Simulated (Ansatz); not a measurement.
singlet Si2C: levels of theory in one basis

```xyz
3

Si    0.0000    0.2470   -1.5276
C     0.0000   -0.4941    0.0000
Si    0.0000    0.2470    1.5276
```

Basis set: def2-SVP (spherical functions). Left uncorrelated: 11 orbitals. Charge 0, multiplicity 1.

Computed with Ansatz (development build ahead of 0.2.0); each method stands on the lowest determinant of its kind that the runs found.

```json
{"method": "RHF", "E − E(RHF) (eV)": "0.00", "<S²> of the determinant": "–"}
{"method": "RHF-CCSD(T)", "E − E(RHF) (eV)": "-8.71", "<S²> of the determinant": "–"}
```

Question: What does RHF-MP2 give on the same scale?

Answer: -7.58 eV.
